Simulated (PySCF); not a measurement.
Species: C4H5F.
Atom-mapped SMILES: `[CH:1]#[C:2][CH2:3][CH2:4][F:5]` (hydrogens: H6 on C1; H7, H8 on C3; H9, H10 on C4)

A GFN2-xTB structure was refined with PBE0-D3(BJ)/def2-SVP geometry optimisation, gas phase (PySCF). Its GFN2-xTB values:

```
 coordinate  GFN2-xTB
      C1≡C2   1.196 Å
      C1–H6   1.049 Å
      C2–C3   1.448 Å
      C3–C4   1.527 Å
      C3–H7   1.094 Å
      C4–F5   1.374 Å
      C4–H9   1.095 Å
   C1–C2–C3    179.3°
   C2–C3–C4    110.7°
   C3–C4–F5    109.9°
C2–C3–C4–F5      180°
```

Q: How do these coordinates change at the PBE0-D3(BJ)/def2-SVP level?

A: 
```tsv
coordinate	PBE0-D3(BJ)/def2-SVP (Å or °)	change
C1–H6	1.074	+0.025
C1≡C2	1.211	+0.015
C3–H7	1.103	+0.009
C4–H9	1.103	+0.008
C2–C3	1.455	+0.007
C3–C4	1.521	-0.006
C4–F5	1.369	-0.005
C2–C3–C4	112.1	+1.4
C1–C2–C3	178.1	-1.2
C3–C4–F5	109.3	-0.6
C2–C3–C4–F5	-179	+1
```

The energy falls by 4.5 kJ/mol over 4 energy and gradient evaluations, the largest force component goes from 0.0223 to 4.0e-04 Eh/bohr, and the atoms move by 0.026 Å rms after alignment. The bond that changes most is C1–H6 (terminal alkyne carbon to alkyne hydrogen), which lengthens by 0.025 Å. Bonds longer at the end by more than 0.005 Å: 7 of 9; shorter: 2. Rotational constants go from 27009, 2268, 2150 to 27121, 2250, 2134 MHz.

The run used 95 basis functions and 26 SCF cycles in all. Hardware: x86-64 server, one thread, shared host. Cost: 7.8 s wall.

Not checked by PBE0-D3(BJ)/def2-SVP frequencies. One conformer, not necessarily the lowest.

Conformer computed: `[CH:1]#[C:2][CH2:3][CH2:4][F:5]`: C2–C3–C4–F5 -179°.
